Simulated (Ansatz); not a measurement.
Input file:

```yaml
crystal:
  periodic: [false, false, false]
  atoms:
    - {symbol: Si, position_ang: [0.000099, -0.000068, -0.048067]}
    - {symbol: H, position_ang: [1.555468, 0.016038, 0.449620]}
    - {symbol: H, position_ang: [-0.792443, 1.340800, 0.442929]}
    - {symbol: H, position_ang: [-0.765770, -1.354937, 0.446808]}
basis:
  gaussian: {orbitals: 6-31G}
magnetization: {spin_polarized: true, initial_magnetization: 1}
correlation: {method: ccsdtq, electrons: outside_noble_gas}
```

```sh
$ ansatz run in.yaml --threads 1 --pin off --events-out ev --progress --plain --max-ram 2393MiB
```

Output:

```
405 factors; integrals over basis functions are off by at most 3.3e-8 eV
mean field evaluation 1: about -7905.8968 eV, gradient 4.9e0 eV
mean field evaluation 2: about -7905.8977 eV, gradient 4.9e0 eV
mean field evaluation 4: about -7906.2657 eV, gradient 5.1e-1 eV
mean field evaluation 8: about -7906.2764 eV, gradient 7.3e-3 eV
mean field evaluation 16: about -7906.2689 eV, gradient 3.0e-1 eV
mean field -7906.27644225 eV, -290.5503001860 hartree, gradient 2.3e-6 eV, S^2 0.754616; 0 other end points of the search recorded, 0 dependent functions left out
5 core orbitals not correlated: weight in the atoms' cores, before any rotation towards them, 1.000 or more for the frozen orbitals, at most 0.000 for the correlated occupied ones
reference -7906.27644225 eV, -290.5503001860 hartree; 4, 3 occupied and 10, 11 virtual orbitals, 405 factors
second order -1.43565914 eV of doubles, -0.00000000 eV of singles
cycle   1  -1.83416345 eV  change   -4.0e-1 eV  update   5.9e-2
cycle   2  -2.08551858 eV  change   -2.5e-1 eV  update   2.7e-2
cycle   3  -2.09946756 eV  change   -1.4e-2 eV  update   6.6e-3
cycle   4  -2.10385731 eV  change   -4.4e-3 eV  update   2.7e-3
cycle   5  -2.10363896 eV  change    2.2e-4 eV  update   1.1e-3
cycle   6  -2.10372527 eV  change   -8.6e-5 eV  update   4.6e-4
cycle   7  -2.10389247 eV  change   -1.7e-4 eV  update   1.2e-4
cycle   8  -2.10380267 eV  change    9.0e-5 eV  update   4.8e-5
cycle   9  -2.10378709 eV  change    1.6e-5 eV  update   1.7e-5
cycle  10  -2.10379994 eV  change   -1.3e-5 eV  update   4.8e-6
cycle  11  -2.10380199 eV  change   -2.0e-6 eV  update   2.0e-6
cycle  12  -2.10380096 eV  change    1.0e-6 eV  update   8.3e-7
cycle  13  -2.10380062 eV  change    3.4e-7 eV  update   2.8e-7
Total energy: -7908.38024287 eV, -290.6276134329 hartree
```

For the same geometry and basis full CI lies 0.0 meV higher.

Ran on 1 thread of Arm Neoverse V2, shared host: 8 s wall, 0.15 GiB peak host memory.
